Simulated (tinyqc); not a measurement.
Worked calculation: UKS/LDA (VWN5) in the sto-3g basis, for H2O, spin multiplicity 3. One step of it, computed by the program tinyqc.

Problem. Iteration 1: diagonalisation and new density. Diagonalise F' = X^T F X, C = X C', fill 6 alpha and 4 beta electrons from the bottom; D(s) = C_occ C_occ^T. Each column has its largest component positive (the first on a tie).

F(alpha) (hartree):
```
             1O 1s      1O 2s     1O 2px     1O 2py     1O 2pz      2H 1s      3H 1s
1O 1s   -18.234262  -4.749037   0.000000   0.000000  -0.020510  -0.804639  -0.804639
1O 2s    -4.749037  -1.928374   0.000000   0.000000  -0.157679  -0.613842  -0.613842
1O 2px    0.000000   0.000000  -0.152012   0.000000   0.000000   0.000000   0.000000
1O 2py    0.000000   0.000000   0.000000  -0.134305   0.000000  -0.192403   0.192403
1O 2pz   -0.020510  -0.157679   0.000000   0.000000  -0.126506  -0.226947  -0.226947
2H 1s    -0.804639  -0.613842   0.000000  -0.192403  -0.226947  -0.345210  -0.236318
3H 1s    -0.804639  -0.613842   0.000000   0.192403  -0.226947  -0.236318  -0.345210
```

F(beta) (hartree):
```
             1O 1s      1O 2s     1O 2px     1O 2py     1O 2pz      2H 1s      3H 1s
1O 1s   -18.211183  -4.732369   0.000000   0.000000  -0.020345  -0.801988  -0.801988
1O 2s    -4.732369  -1.849402   0.000000   0.000000  -0.155449  -0.588171  -0.588171
1O 2px    0.000000   0.000000  -0.022088   0.000000   0.000000   0.000000   0.000000
1O 2py    0.000000   0.000000   0.000000  -0.073234   0.000000  -0.177230   0.177230
1O 2pz   -0.020345  -0.155449   0.000000   0.000000  -0.080047  -0.212603  -0.212603
2H 1s    -0.801988  -0.588171   0.000000  -0.177230  -0.212603  -0.258278  -0.223363
3H 1s    -0.801988  -0.588171   0.000000   0.177230  -0.212603  -0.223363  -0.258278
```

X:
```
            1O 1s      1O 2s    1O 2px     1O 2py     1O 2pz      2H 1s      3H 1s
1O 1s    1.023648  -0.137072  0.000000   0.000000  -0.008424   0.018884   0.018884
1O 2s   -0.137072   1.161512  0.000000   0.000000   0.082106  -0.223861  -0.223861
1O 2px   0.000000   0.000000  1.000000   0.000000   0.000000   0.000000   0.000000
1O 2py   0.000000   0.000000  0.000000   1.066891   0.000000  -0.170480   0.170480
1O 2pz  -0.008424   0.082106  0.000000   0.000000   1.048296  -0.132168  -0.132168
2H 1s    0.018884  -0.223861  0.000000  -0.170480  -0.132168   1.138774  -0.082559
3H 1s    0.018884  -0.223861  0.000000   0.170480  -0.132168  -0.082559   1.138774
```

Give: F' = X^T F X; orbital energies; coefficients C; F' = X^T F X; orbital energies; coefficients C; D(alpha) after iteration 1; D(beta) after iteration 1.

Solution.

F' = X^T F X (alpha) (hartree):
```
          1        2        3        4        5        6        7
1  -17.8665  -2.5568   0.0000   0.0000  -0.0366  -0.0965  -0.0965
2   -2.5568  -0.9644   0.0000   0.0000  -0.0502  -0.2601  -0.2601
3    0.0000   0.0000  -0.1520   0.0000   0.0000   0.0000   0.0000
4    0.0000   0.0000   0.0000  -0.0192   0.0000  -0.2148   0.2148
5   -0.0366  -0.0502   0.0000   0.0000  -0.0450  -0.1786  -0.1786
6   -0.0965  -0.2601   0.0000  -0.2148  -0.1786  -0.0823  -0.0723
7   -0.0965  -0.2601   0.0000   0.2148  -0.1786  -0.0723  -0.0823
```

orbital energies (alpha) (hartree): MO1 -18.2469, MO2 -0.8116, MO3 -0.3184, MO4 -0.1824, MO5 -0.1520, MO6 0.2105, MO7 0.2892

coefficients C (alpha):
```
            MO1      MO2      MO3      MO4     MO5      MO6      MO7
1O 1s    0.9927  -0.2307   0.0000  -0.1400  0.0000  -0.0957   0.0000
1O 2s    0.0315   0.8234   0.0000   0.6665  0.0000   0.5931   0.0000
1O 2px   0.0000   0.0000   0.0000   0.0000  1.0000   0.0000   0.0000
1O 2py   0.0000   0.0000   0.5909   0.0000  0.0000   0.0000   0.9204
1O 2pz   0.0044   0.1998   0.0000  -0.6305  0.0000   0.8385   0.0000
2H 1s   -0.0066   0.1706   0.4846  -0.3741  0.0000  -0.6757  -0.7349
3H 1s   -0.0066   0.1706  -0.4846  -0.3741  0.0000  -0.6757   0.7349
```

F' = X^T F X (beta) (hartree):
```
          1        2        3        4        5        6        7
1  -17.8455  -2.5519   0.0000   0.0000  -0.0364  -0.0967  -0.0967
2   -2.5519  -0.8794   0.0000   0.0000  -0.0461  -0.2686  -0.2686
3    0.0000   0.0000  -0.0221   0.0000   0.0000   0.0000   0.0000
4    0.0000   0.0000   0.0000   0.0436   0.0000  -0.2206   0.2206
5   -0.0364  -0.0461   0.0000   0.0000   0.0014  -0.1808  -0.1808
6   -0.0967  -0.2686   0.0000  -0.2206  -0.1808   0.0128  -0.0784
7   -0.0967  -0.2686   0.0000   0.2206  -0.1808  -0.0784   0.0128
```

orbital energies (beta) (hartree): MO1 -18.2232, MO2 -0.7389, MO3 -0.2455, MO4 -0.1184, MO5 -0.0221, MO6 0.2912, MO7 0.3804

coefficients C (beta):
```
            MO1      MO2      MO3      MO4     MO5      MO6      MO7
1O 1s    0.9929  -0.2289   0.0000   0.1355  0.0000  -0.1037   0.0000
1O 2s    0.0306   0.8180   0.0000  -0.6362  0.0000   0.6324   0.0000
1O 2px   0.0000   0.0000   0.0000   0.0000  1.0000   0.0000   0.0000
1O 2py   0.0000   0.0000   0.6188   0.0000  0.0000   0.0000   0.9019
1O 2pz   0.0043   0.2056   0.0000   0.6786  0.0000   0.7987   0.0000
2H 1s   -0.0064   0.1734   0.4619   0.3309  0.0000  -0.6972  -0.7494
3H 1s   -0.0064   0.1734  -0.4619   0.3309  0.0000  -0.6972   0.7494
```

D(alpha) after iteration 1:
```
          1O 1s    1O 2s  1O 2px   1O 2py   1O 2pz    2H 1s    3H 1s
1O 1s    1.0674  -0.3087  0.0000   0.0000  -0.0337   0.0711   0.0711
1O 2s   -0.3087   1.4749  0.0000   0.0000   0.2418  -0.5099  -0.5099
1O 2px   0.0000   0.0000  1.0000   0.0000   0.0000   0.0000   0.0000
1O 2py   0.0000   0.0000  0.0000   0.3492   0.0000   0.2863  -0.2863
1O 2pz  -0.0337   0.2418  0.0000   0.0000   1.1407  -0.2967  -0.2967
2H 1s    0.0711  -0.5099  0.0000   0.2863  -0.2967   0.8605   0.3909
3H 1s    0.0711  -0.5099  0.0000  -0.2863  -0.2967   0.3909   0.8605
```

D(beta) after iteration 1:
```
          1O 1s    1O 2s  1O 2px   1O 2py   1O 2pz    2H 1s    3H 1s
1O 1s    1.0567  -0.2431  0.0000   0.0000   0.0491  -0.0012  -0.0012
1O 2s   -0.2431   1.0749  0.0000   0.0000  -0.2634  -0.0690  -0.0690
1O 2px   0.0000   0.0000  0.0000   0.0000   0.0000   0.0000   0.0000
1O 2py   0.0000   0.0000  0.0000   0.3829   0.0000   0.2858  -0.2858
1O 2pz   0.0491  -0.2634  0.0000   0.0000   0.5027   0.2602   0.2602
2H 1s   -0.0012  -0.0690  0.0000   0.2858   0.2602   0.3529  -0.0737
3H 1s   -0.0012  -0.0690  0.0000  -0.2858   0.2602  -0.0737   0.3529
```
